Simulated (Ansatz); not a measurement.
Mulliken charges of C3H3F (`C=C=CF`) from B3LYP/def2-TZVPP in Ansatz (PBE0-D4/def2-TZVP geometry).

| atom | x (Å) | y (Å) | z (Å) | charge (e) |
| --- | --- | --- | --- | --- |
| C1 | -0.892 | 0.967 | 0.012 | -0.196 |
| C2 | -0.009 | 0.014 | 0.001 | -0.017 |
| C3 | 0.888 | -0.924 | 0.032 | 0.041 |
| F4 | 1.052 | -1.802 | -0.971 | -0.199 |
| H5 | -1.889 | 0.811 | 0.414 | 0.127 |
| H6 | -0.666 | 1.952 | -0.386 | 0.127 |
| H7 | 1.576 | -1.086 | 0.853 | 0.117 |

Task: By hand: the dipole of these point charges (1 e Å = 4.8032 D).

Result: Σ q r = (-0.138, 0.355, 0.296) e Å, of length 0.482 e Å = 2.32 D.

Task: How does the dipole of the full density compare? (Best estimate.)

Result: Computed: (-0.092, 0.259, 0.230) e Å, 1.72 D; the point charges give 1.35 times that, at 2° from its direction.

Point charges leave out the atoms' own dipoles, such as those of lone pairs, and Mulliken's split depends on the basis, so the two needn't agree.

B3LYP here is the variant with VWN-RPA as its local correlation; programs differ in this.
